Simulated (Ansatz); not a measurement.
# [SiH5]− (SMILES [H][Si-]([H])([H])([H])[H]): the energy, rung by rung

[SiH5]−: 6 atoms, total charge -1, spin state singlet. SMILES: `[H][Si-]([H])([H])([H])[H]`. Geometry: relaxed at GFN2-xTB.

```xyz
6

Si   -0.0002    0.0002    0.0015
H    -0.0199   -0.0078    1.6399
H     0.0218    0.0079   -1.6424
H     1.4906    0.0118    0.0192
H    -0.7575    1.2851   -0.0026
H    -0.7347   -1.2973   -0.0155
```

Each level gives the energy change with the Si1–H4 bond stretched from 1.491 to 2.982 Å (eV). The values are calculated.

| level | kind | program | value (eV) | less FCI/STO-3G | CPU time (all runs) |
| --- | --- | --- | --- | --- | --- |
| SVWN5/STO-3G (restricted) | LDA | Ansatz | 3.87 | -0.14 | 1.1 s |
| BLYP/STO-3G (restricted) | GGA | Ansatz | 3.57 | -0.44 | 1.8 s |
| r2SCAN/STO-3G (restricted) | meta-GGA | Ansatz | 3.99 | -0.02 | 3.9 s |
| BHLYP/STO-3G (restricted) | global hybrid | Ansatz | 4.79 | +0.78 | 1.6 s |
| wB97X/STO-3G (restricted) | range-separated hybrid | Ansatz | 4.73 | +0.72 | 7.2 s |
| B2PLYP/STO-3G (restricted) | double hybrid | Ansatz | 4.27 | +0.26 | 2.2 s |
| MP2/STO-3G (restricted) | perturbation theory | Ansatz | 4.73 | +0.72 | 0.15 s |
| CCSD(T)/STO-3G (restricted) | coupled cluster or CI | Ansatz | 3.96 | -0.05 | 0.19 s |
| CCSD/STO-3G (restricted) | coupled cluster or CI | Ansatz | 4.08 | +0.07 | 0.19 s |
| FCI/STO-3G | exact in the basis | Ansatz | 4.01 | 0.00 | 0.48 s |

FCI/STO-3G is exact within its basis and frozen core, so for wave-function methods in that basis the difference is their error; functionals converge differently with the basis, so for them it is only a difference. Sets without diffuse functions describe the anion poorly. The first shape isn't each level's own minimum. The values span 3.57 to 4.79 eV. All rows use very small basis sets, so none should be taken for the real molecule's value. In so small a basis fixed costs decide the times, and correlated methods can beat functionals. CPU times are rough (shared hosts, several kinds of processor and program).
